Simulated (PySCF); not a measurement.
Gas-phase reaction: BF3.H2O + B2O + 2 HOF = 2 BF(OH)2 + BF3

Method: PySCF energies plus ideal-gas RRHO corrections (1 bar). S°(298 K) at PBE0/def2-TZVP differs from the NASA 1993 table for B2O (+19 J/mol/K); whether the harmonic model or the table's entry is off was not settled. † marks an energy on the PBE0/def2-TZVP geometry and frequencies; other levels use their own. MP2 and CCSD(T) freeze the core. 6-31G* has spherical d functions here. All species are closed-shell singlets. B3LYP is the form with VWN-RPA correlation. Adducts (BF3.H2O) have no counterpoise correction, and HF, PBE, BLYP, B3LYP and PBE0 lack dispersion. BF3.H2O, BF(OH)2: computed as isolated molecules; such fragments, hydroxides, amides, oligomers or adducts are transient or little studied in the gas. MP2 isn't extrapolated to the basis-set limit; its ΔH°(298 K) is -1935.2 kJ in def2-SVP and -1908.2 kJ in def2-TZVPP. CCSD(T) isn't extrapolated to the basis-set limit; its ΔH°(298 K) is -1829.7 kJ in def2-SVP and -1810.4 kJ in def2-TZVPP. The harmonic model lacks anharmonicity and excited electronic states, which grow with temperature; levels with a mode under 35 cm⁻¹ are left out. Strong static correlation: B2O. Internal rotation in BF3.H2O, BF(OH)2 is treated as a harmonic vibration of one conformer, which makes the entropy rough. Soft modes under 120 cm⁻¹ make the harmonic entropy rough for B2O.

```csv
level,"ΔE electronic, kJ","ΔH°(298 K), kJ","ΔS°(298 K), J/K","ΔG°(600 K), kJ"
B3LYP/6-31G*,-1843,-1819,-200,-1697
BLYP/def2-TZVP†,-1786,-1762,-213,-1631
CCSD(T)/def2-SVP†,-1854,-1830,-213,-1700
M06-2X/def2-TZVP†,-1896,-1872,-213,-1742
MP2/def2-SVP†,-1959,-1935,-213,-1805
MP2/def2-TZVPP†,-1932,-1908,-213,-1778
PBE/def2-SVP,-1857,-1832,-189,-1717
PBE0/def2-QZVP†,-1878,-1854,-213,-1724
PBE0/def2-SVP†,-1912,-1888,-213,-1758
r2SCAN/def2-TZVP†,-1886,-1862,-213,-1732
LDA/def2-TZVP†,-1930,-1906,-213,-1776
```
ΔH° is lowest at MP2/def2-SVP† and highest at BLYP/def2-TZVP†. No reference value is set beside these.
